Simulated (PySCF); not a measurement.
Species: C4H4F2.
Structure used (GFN2-xTB), in Å, numbered top down from 1:
```
atom  x, y, z in Å
F1     2.1119    1.1856   -0.2437
C2     1.4676   -0.0187   -0.1139
C3     0.0136    0.1515   -0.0617
C4    -1.0681    0.8873    0.0006
C5    -1.2729   -0.5784    0.0317
F6    -1.5910   -1.1799    1.2372
H7     1.7605   -0.6355   -0.9734
H8     1.8313   -0.4832    0.8121
H9    -1.5321    1.8400    0.0560
H10   -1.7118   -1.1642   -0.7674
```

NICS is the negative of the GIAO shielding at a point without a nucleus: at the ring centre (0) and 1 Å above and below it (1); zz is the component along the ring normal. Level: GIAO PBE0/pcSseg-1 (PySCF, non-relativistic, gas phase) on the GFN2-xTB geometry, one conformer.

Ring bond lengths (Å), with Mayer bond orders in brackets: C3–C4 1.310 (1.61), C4–C5 1.480 (0.97), C5–C3 1.482 (0.91).

What do the NICS probes read (ppm)?

```tsv
ring	type	NICS(0)	NICS(1), two faces	NICS(1)zz, two faces	rms pucker (Å)	centre to ring atoms, mean (Å)
C3–C4–C5	3-membered carbocycle; formal bonds 1 double, 2 single	-29.6	-7.7 / -11.6	-13.5 / -23.2	0.00	0.82
```

What do they say, and how far can they be read as aromaticity?

- C3–C4–C5: mean NICS(1)zz -18.4 ppm, shielded. C5 has four or more neighbours, and the NICS criterion for π rings isn't applied. The two faces differ by 9.7 ppm, so no symmetry operation interchanges them. NICS(0) lies 20 ppm below the mean NICS(1).

What field does 14.1 T along the ring normal induce along that normal at the first NICS(1) probe listed for ring C3–C4–C5, 1 Å off the ring?

NICSzz × B0 = -13.5 ppm × 14.1 T = -190 μT, against the applied field.

List the ring angles and the Hirshfeld charges of the ring atoms.

- C3–C4–C5: C3 63.7° (-0.002 e), C4 63.8° (-0.046 e), C5 52.5° (+0.029 e); sum 180.0° against 180° for a flat convex ring.

What are the shieldings of the ring atoms and their hydrogens in the same run (means over atoms taken as equivalent)?

```csv
atoms,environment,σ isotropic (ppm),"principal values of the symmetric part, first atom (ppm)"
C3,fully substituted alkene carbon,46.7,"-78.9, 49.0, 170.0"
C4,alkene CH carbon,63.7,"-56.5, 61.2, 186.4"
C5,sp3 C–F carbon,118.2,"64.0, 69.7, 220.9"
H9,vinylic hydrogen,24.09,"21.0, 24.7, 26.6"
H10,methine hydrogen,26.65,"21.6, 25.7, 32.6"
```
